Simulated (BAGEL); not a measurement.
# C2H6Si (SMILES C[Si]C) at B3LYP/6-311+G(d,p) (density fitting with qzvpp-jkfit)

Aim: the energy change on altering one bond length of C2H6Si at B3LYP/6-311+G** (density fitting with qzvpp-jkfit), from 2 runs. 

Program for the calculation: BAGEL 1.2.2.

2 further runs of the same task are left out: 2 set aside as unsound or not needed.

## 1. The system as given

C2H6Si has 9 atoms, charge 0, and is taken as a singlet. As SMILES, `C[Si]C`. The coordinates come from a PBE0-D4/def2-TZVP relaxation.

Bond lengths: C1–Si2 1.896 Å, Si2–C3 1.896 Å, C1–H4 1.102 Å, C1–H5 1.091 Å, C1–H6 1.095 Å, C3–H7 1.095 Å, C3–H8 1.091 Å, C3–H9 1.102 Å. Some angles: C1–Si2–C3 97.8°, Si2–C1–H4 105.3°, Si2–C1–H5 113.7°, Si2–C1–H6 114.0°, Si2–C3–H7 113.9°, Si2–C3–H8 113.7°, Si2–C3–H9 105.3°, H4–C1–H5 107.1°, H4–C1–H6 106.4°, H5–C1–H6 109.8°.

## 2. A single-point energy at B3LYP/6-311+G(d,p) (density fitting with qzvpp-jkfit)

File dft.json:

```json
{ "bagel": [

{
  "title": "molecule",
  "basis": "6-311+gss.json",
  "df_basis": "qzvpp-jkfit",
  "angstrom": true,
  "geometry": [
    { "atom": "C", "xyz": [      -0.527400,       1.047300,      -0.805300 ] },
    { "atom": "Si", "xyz": [       0.896800,      -0.199700,      -0.912800 ] },
    { "atom": "C", "xyz": [       0.601900,      -1.069400,       0.746000 ] },
    { "atom": "H", "xyz": [      -1.430700,       0.480400,      -1.082200 ] },
    { "atom": "H", "xyz": [      -0.439700,       1.875000,      -1.511000 ] },
    { "atom": "H", "xyz": [      -0.703500,       1.436700,       0.202600 ] },
    { "atom": "H", "xyz": [      -0.455600,      -1.193000,       1.001000 ] },
    { "atom": "H", "xyz": [       1.117900,      -2.026600,       0.837300 ] },
    { "atom": "H", "xyz": [       1.028800,      -0.397000,       1.507100 ] }
  ]
},

{
  "title": "ks",
  "xc_func": "b3lyp"
},

{
  "title": "print",
  "file": "orbitals.molden",
  "orbitals": true
}

]}
```

The basis set 6-311+G** is read from a file made from the Basis Set Exchange's data (not shown).

Command:

```sh
$ BAGEL_NUM_THREADS=1 BAGEL dft.json > dft.out
```

Output:

```text
* using 1 threads per process

  ===============================================================
  ===============================================================

  *** Geometry ***

  { "atom" : "C", "xyz" : [     -0.996642,      1.979110,     -1.521796 ] },
  { "atom" : "Si", "xyz" : [      1.694706,     -0.377378,     -1.724942 ] },
  { "atom" : "C", "xyz" : [      1.137426,     -2.020873,      1.409736 ] },
  { "atom" : "H", "xyz" : [     -2.703631,      0.907824,     -2.045062 ] },
  { "atom" : "H", "xyz" : [     -0.830913,      3.543236,     -2.855376 ] },
  { "atom" : "H", "xyz" : [     -1.329422,      2.714970,      0.382859 ] },
  { "atom" : "H", "xyz" : [     -0.860959,     -2.254443,      1.891616 ] },
  { "atom" : "H", "xyz" : [      2.112525,     -3.829719,      1.582268 ] },
  { "atom" : "H", "xyz" : [      1.944150,     -0.750221,      2.848006 ] },

  Number of auxiliary basis functions:      386

  Since a DF basis is specified, we compute 2- and 3-index integrals:
    o Being stored without compression. Storage requirement is 0.037 GB

  Number of basis functions:      110
  Number of electrons      :       32

    * METHOD: MOLECULE                             0.14

  *** Kohn-Sham DFT ***

    * Removing 15804 points whose weight is below 1.00e-10
    * Grid points: 118350

  === Nuclear Repulsion ===
    97.7047894472

       - DIIS with orbital gradients will be used.

  === KS iteration (b3lyp / 6-311+gss.json) ===
      0       -282.00707317          0.25526852           0.34
      1       -264.38741911          0.16675121           0.33
      2       -286.38200060          0.22964064           0.33
      3       -351.94921326          0.15512203           0.33
      4       -353.20989221          0.17418741           0.33
      5       -353.91123656          0.16823904           0.33
      6       -354.63417669          0.14553952           0.33
      7       -355.42551698          0.23340619           0.33
      8       -366.63980547          0.06396447           0.33
      9       -369.03196945          0.02632450           0.33
     10       -369.26593884          0.01294969           0.33
     11       -369.31587987          0.00454996           0.33
     12       -369.32188941          0.00189724           0.33
     13       -369.32302731          0.00042951           0.33
     14       -369.32308820          0.00006090           0.33
     15       -369.32308964          0.00001569           0.33
     16       -369.32308972          0.00000644           0.33
     17       -369.32308973          0.00000145           0.33
     18       -369.32308974          0.00000050           0.33
     19       -369.32308974          0.00000013           0.33
     20       -369.32308974          0.00000005           0.33
     21       -369.32308974          0.00000001           0.33
     22       -369.32308974          0.00000000           0.33
    * SCF iteration converged.

    * Permanent dipole moment:
           (    0.343589,    -0.075471,    -0.352796) a.u.

    * METHOD: KS                                   8.20

    * METHOD: PRINT                                0.02

  ===============================================================
```

It took 8.7 s on 1 thread of Arm Neoverse V2, shared host; peak memory 0.57 GiB.

## 3. The distorted shape at the same level

File input.json:

```json
{ "bagel": [

{
  "title": "molecule",
  "basis": "6-311+gss.json",
  "df_basis": "qzvpp-jkfit",
  "angstrom": "true",
  "geometry": [
    { "atom": "C", "xyz": [   -0.655451,    0.845610,   -1.033597 ] },
    { "atom": "Si", "xyz": [    0.768749,   -0.401390,   -1.141097 ] },
    { "atom": "C", "xyz": [    0.473849,   -1.271090,    0.517703 ] },
    { "atom": "H", "xyz": [   -1.558751,    0.278710,   -1.310497 ] },
    { "atom": "H", "xyz": [   -0.567751,    1.673310,   -1.739297 ] },
    { "atom": "H", "xyz": [   -0.831551,    1.235010,   -0.025697 ] },
    { "atom": "H", "xyz": [   -0.583651,   -1.394690,    0.772703 ] },
    { "atom": "H", "xyz": [    0.989849,   -2.228290,    0.609003 ] },
    { "atom": "H", "xyz": [    1.028800,   -0.397000,    1.507100 ] }
  ]
},
{ "title": "ks", "xc_func": "b3lyp" },
{ "title": "print", "file": "orbitals.molden", "orbitals": "true" }

]}
```

The basis set 6-311+G** is read from a file made from the Basis Set Exchange's data (not shown).

Command:

```sh
$ BAGEL_NUM_THREADS=1 BAGEL input.json > input.out
```

Output:

```text
* using 1 threads per process

  ===============================================================
  ===============================================================

  *** Geometry ***

  { "atom" : "C", "xyz" : [     -1.238623,      1.597971,     -1.953215 ] },
  { "atom" : "Si", "xyz" : [      1.452725,     -0.758517,     -2.156361 ] },
  { "atom" : "C", "xyz" : [      0.895445,     -2.402012,      0.978317 ] },
  { "atom" : "H", "xyz" : [     -2.945612,      0.526686,     -2.476480 ] },
  { "atom" : "H", "xyz" : [     -1.072894,      3.162098,     -3.286795 ] },
  { "atom" : "H", "xyz" : [     -1.571404,      2.333831,     -0.048560 ] },
  { "atom" : "H", "xyz" : [     -1.102941,     -2.635582,      1.460197 ] },
  { "atom" : "H", "xyz" : [      1.870544,     -4.210858,      1.150849 ] },
  { "atom" : "H", "xyz" : [      1.944150,     -0.750221,      2.848006 ] },

  Number of auxiliary basis functions:      386

  Since a DF basis is specified, we compute 2- and 3-index integrals:
    o Being stored without compression. Storage requirement is 0.037 GB

  Number of basis functions:      110
  Number of electrons      :       32

    * METHOD: MOLECULE                             0.14

  *** Kohn-Sham DFT ***

    * Removing 15398 points whose weight is below 1.00e-10
    * Grid points: 118756

  === Nuclear Repulsion ===
    96.6331599901

       - DIIS with orbital gradients will be used.

  === KS iteration (b3lyp / 6-311+gss.json) ===
      0       -277.72108365          0.25606309           0.34
      1       -253.18776793          0.18237263           0.33
      2       -292.24164078          0.23448930           0.33
      3       -343.87435635          0.15120081           0.32
      4       -355.73136868          0.12876357           0.32
      5       -361.73734774          0.10889683           0.32
      6       -368.32468612          0.04883990           0.32
      7       -368.30564847          0.04188758           0.32
      8       -369.25918525          0.00800240           0.32
      9       -369.27844973          0.00523587           0.32
     10       -369.28845478          0.00051633           0.32
     11       -369.28855128          0.00020493           0.32
     12       -369.28856901          0.00002932           0.32
     13       -369.28856929          0.00001241           0.32
     14       -369.28856935          0.00000300           0.32
     15       -369.28856935          0.00000053           0.32
     16       -369.28856935          0.00000032           0.32
     17       -369.28856935          0.00000008           0.33
     18       -369.28856935          0.00000002           0.32
     19       -369.28856935          0.00000001           0.32
    * SCF iteration converged.

    * Permanent dipole moment:
           (    0.370567,    -0.032680,    -0.286448) a.u.

    * METHOD: KS                                   7.08

    * METHOD: PRINT                                0.02

  ===============================================================
```

It took 7.5 s on 1 thread of Arm Neoverse V2, shared host; peak memory 0.57 GiB.

## 4. Summary of results

At B3LYP/6-311+G** (density fitting with qzvpp-jkfit):

| quantity | value |
| --- | --- |
| first shape: total energy | -369.32309 Eh |
| first shape: dipole moment | 1.27 D |
| first shape: HOMO energy | -5.82 eV |
| first shape: LUMO energy | -2.33 eV |
| first shape: HOMO–LUMO gap | 3.49 eV |
| distorted shape: total energy | -369.28857 Eh |
| distorted shape: dipole moment | 1.19 D |
| distorted shape: HOMO energy | -5.88 eV |
| distorted shape: LUMO energy | -2.39 eV |
| distorted shape: HOMO–LUMO gap | 3.50 eV |
| energy change with the C3–H9 bond stretched from 1.102 to 1.432 Å | 0.939 eV |

What this shows: With the C3–H9 bond stretched from 1.102 to 1.432 Å the energy rises by 0.94 eV (90.6 kJ/mol). The first shape isn't relaxed at this level, so the change isn't measured from a minimum.
